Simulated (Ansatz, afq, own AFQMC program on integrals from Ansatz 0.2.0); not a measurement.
# CH₂N, quartet in cc-pVDZ, levels against CCSDT(Q)

```xyz
4

N    -0.0365    0.0000    0.8481
C     0.0758    0.0000   -0.7760
H    -0.1980   -0.9302   -1.2690
H    -0.1980    0.9302   -1.2690
```

Connectivity, by distances: N–CH2.

Basis cc-pVDZ. Only valence electrons are correlated. Integrals, coupled cluster, full CI and functionals: Ansatz 0.2.0; the random walks run on the same integrals in our own AFQMC program. The CISD trial takes its coefficients from CCSD amplitudes. Released means that phaseless walkers are propagated on without the constraint, phases kept. ± is one standard error of the sampling.

Determinant: UHF, the one that the program's search chose, which needn't be the lowest solution. The geometry is a point of a scan.

No full CI on the walks' own integrals is used here; CCSDT(Q) serves as the reference and is uncertain by about the last step of the cluster series.

Cautions: lower spins were not checked; the released energies move by 1.5 errors or more from one time to the next, so no released level is given (meV from the phaseless value at times in 1/Eh: -13 ± 9 at 0.24, -4 ± 9 at 0.51, -16 ± 10 at 0.99, -7 ± 10 at 1.62, -42 ± 15 at 2.40), though the last usable value meets CCSDT(Q) within the noise.

```
T1 diagnostic                               : 0.0124
weight of the determinant in the CISD state : 0.903
⟨S²⟩ of the determinant                     : 3.770
size of the correlated space                : 11 electrons in 36 orbitals
```

Reference: CCSDT(Q), correlation energy -6.889 eV.

```tsv
level	E − E(reference) (kcal/mol)	share of correlation (%)
HF	158.86	0.00
MP2	27.44	82.73
CCSD	4.43	97.21
CCSD(T)	0.85	99.46
CCSDT	0.24	99.85
ph-AFQMC/CISD	0.33 ± 0.24	99.79
```

A walk keeps the symmetry of its determinant, which the program's search chose and which needn't be the lowest solution, so a lower state of the same spin and another symmetry isn't excluded.
